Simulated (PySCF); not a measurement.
**What each rung costs, and what it gives**

Saddle point of SiNH$_{7}$O, singlet (SiNH₅ ([NH2][SiH3]) + H₂O → SiNH₅O ([NH2][SiH2][OH]) + H₂; bonds formed: Si1–O7, H2–H6; bonds broken: Si1–H2, H6–O7), PBE0-D4/def2-TZVP structure:

```
atom    x (Å)    y (Å)    z (Å)
 Si1  -0.5381  -0.1012  -0.1756
  H2   0.7765  -1.2084  -0.5083
  H3  -1.4730  -1.0505  -0.8332
  H4  -1.3562   1.1628  -0.1009
  N5  -0.0474  -0.1497   1.4592
  H6   1.0770  -0.2798  -1.1653
  O7   0.5743   0.6595  -1.4788
  H8  -0.5338   0.3906   2.1559
  H9   0.5090  -0.8950   1.8414
 H10   1.0116   1.4717  -1.1947
```

Barriers are electronic and count from the start structure reached by relaxing down the imaginary mode.

Computed with PySCF 2.14 with density fitting (its default auxiliary sets; JK sets also for MP2 and CCSD(T)) (basis: as named in each row); correlated methods freeze the cores. B3LYP uses VWN-RPA correlation. Extrapolation: Hartree–Fock as exp(−7.88 √X), correlation as X^−2.97.

Times are rough, for one single point on 4 threads of a shared host (Arm Neoverse V2).

The estimate by CCSD(T) at an estimated basis limit (MP2 extrapolated from triple and quadruple zeta, plus CCSD(T) − MP2 in triple zeta) is 33.73 kcal/mol.

```json
{"method": "HF", "basis": "STO-3G", "time (s)": "under 1", "barrier (kcal/mol)": "70.42", "method less estimate": "36.69"}
{"method": "B3LYP-D4", "basis": "6-31G", "time (s)": "2", "barrier (kcal/mol)": "35.88", "method less estimate": "2.15"}
{"method": "PBE0-D4", "basis": "def2-SVP", "time (s)": "3", "barrier (kcal/mol)": "28.50", "method less estimate": "-5.23"}
{"method": "PBE-D4", "basis": "def2-SVP", "time (s)": "4", "barrier (kcal/mol)": "24.17", "method less estimate": "-9.56"}
{"method": "MP2", "basis": "def2-QZVPP", "time (s)": "4", "barrier (kcal/mol)": "32.38", "method less estimate": "-1.35"}
{"method": "SPW92", "basis": "def2-TZVPP", "time (s)": "8", "barrier (kcal/mol)": "17.47", "method less estimate": "-16.26"}
{"method": "CCSD(T)", "basis": "def2-SVP", "time (s)": "9", "barrier (kcal/mol)": "36.30", "method less estimate": "2.58"}
{"method": "BHLYP-D4", "basis": "def2-TZVPP", "time (s)": "10", "barrier (kcal/mol)": "36.28", "method less estimate": "2.55"}
{"method": "PBE0-D4", "basis": "def2-TZVPP", "time (s)": "10", "barrier (kcal/mol)": "29.52", "method less estimate": "-4.21"}
{"method": "B3LYP-D4", "basis": "def2-TZVPP", "time (s)": "10", "barrier (kcal/mol)": "32.60", "method less estimate": "-1.13"}
{"method": "PBE-D4", "basis": "def2-TZVPP", "time (s)": "11", "barrier (kcal/mol)": "26.30", "method less estimate": "-7.42"}
{"method": "r2SCAN-D4", "basis": "def2-TZVPP", "time (s)": "26", "barrier (kcal/mol)": "28.18", "method less estimate": "-5.55"}
{"method": "wB97M-V", "basis": "def2-TZVPP", "time (s)": "150", "barrier (kcal/mol)": "31.65", "method less estimate": "-2.08"}
{"method": "CCSD(T)", "basis": "def2-TZVPP", "time (s)": "310", "barrier (kcal/mol)": "34.15", "method less estimate": "0.42"}
```

All methods are single points on the PBE0-D4 structures.

The T1 diagnostic stays at or below 0.012.

Labels in which every atom is bracketed show which atoms are joined, not bond orders.
